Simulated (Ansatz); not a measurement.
```yaml
crystal:
  periodic: [false, false, false]
  atoms:
    - {symbol: N, position_ang: [-1.326491, -0.365573, 0.328387]}
    - {symbol: C, position_ang: [-0.110486, 0.040695, 0.349676]}
    - {symbol: F, position_ang: [0.486367, 0.496681, 1.487089]}
    - {symbol: C, position_ang: [0.721328, 0.017721, -0.838151]}
    - {symbol: O, position_ang: [1.864979, 0.375646, -0.816347]}
    - {symbol: H, position_ang: [-1.758241, -0.307451, 1.178786]}
    - {symbol: H, position_ang: [0.249167, -0.377512, -1.738268]}
basis:
  gaussian: {orbitals: cc-pVDZ, fitting: {mean_field: cc-pVTZ-jkfit}}
total_charge: 4
hamiltonian: {xc: {name: wB97X}}
```

```sh
$ ansatz run in.yaml --threads 2 --pin off --events-out ev --progress --plain --max-ram 4352MiB
```

Shortened log:

```
Functional definition: wB97X
455 factors; integrals over basis functions are off by at most 1.6e-1 eV
455 factors; integrals over basis functions are off by at most 3.3e-7 eV
mean field evaluation 1: about -8237.5417 eV, gradient 1.2e2 eV
mean field evaluation 2: about -8051.6491 eV, gradient 2.8e2 eV
mean field evaluation 4: about -8259.5430 eV, gradient 4.9e1 eV
mean field evaluation 8: about -8263.5968 eV, gradient 5.8e-1 eV
mean field evaluation 16: about -8263.6021 eV, gradient 3.0e-2 eV
mean field -8263.91264978 eV, -303.6931883983 hartree, gradient 2.6e-5 eV, S^2 0.000000; 2 other end points of the search recorded, 0 dependent functions left out
reference -8263.91263433 eV, -303.6931878304 hartree; 17, 17 occupied and 63, 63 virtual orbitals, 455 factors
Total energy: -8263.91263433 eV, -303.6931878304 hartree
```

In this input the charge is far from anything that the molecule holds. Self-consistency was reached. The result belongs to that input, not to the molecule as meant.
